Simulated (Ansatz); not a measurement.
This geometry of C₂H₆N₂O (11 atoms, charge 0, multiplicity 1) is a first-order saddle point.

Computed with RKS PBE0-D4/6-31G* (Ansatz 0.2.0).

```xyz
11
Properties=species:S:1:pos:R:3
N -1.086 0.433 0.913
C 0.090 -0.138 0.334
N 0.895 -0.790 1.273
C 0.345 -0.085 -0.981
O -0.506 0.613 -1.817
H -1.082 1.436 0.743
H -1.899 0.089 0.406
H 0.759 -0.395 2.195
H 1.877 -0.834 1.030
H 1.240 -0.516 -1.425
H -0.567 0.130 -2.651
```

Question: Which two structures does it join? (They come from a converged band through this point; their orientation in space is the band's.)

Answer: No bond is made or broken. The dihedral H7–N1–C2–C4 goes from -3 to 131°.

Image 0:

```xyz
11
Properties=species:S:1:pos:R:3
N -1.109 0.354 0.787
C 0.089 -0.145 0.254
N 1.003 -0.687 1.177
C 0.343 -0.175 -1.062
O -0.449 0.551 -1.935
H -0.951 1.089 1.470
H -1.699 0.709 0.042
H 0.554 -0.900 2.059
H 1.821 -0.112 1.327
H 1.208 -0.696 -1.464
H -0.746 -0.046 -2.634
```

Image 10:

```xyz
11
Properties=species:S:1:pos:R:3
N -1.013 0.676 0.790
C 0.079 -0.040 0.303
N 0.744 -0.765 1.299
C 0.445 -0.019 -0.990
O -0.328 0.674 -1.912
H -1.518 1.115 0.030
H -1.626 0.100 1.357
H 0.991 -0.172 2.086
H 1.571 -1.234 0.949
H 1.391 -0.431 -1.336
H -0.670 0.039 -2.556
```

Question: How far does it lie above each of them?

Answer: 0.156 eV above the first and 0.277 eV above the second. This is the barrier of this one path; another mechanism may lie lower.

Time of the run: 4.8 min on 1 thread of Intel(R) Xeon(R) Processor @ 2.70GHz, on a shared host, peak memory 0.18 GiB.
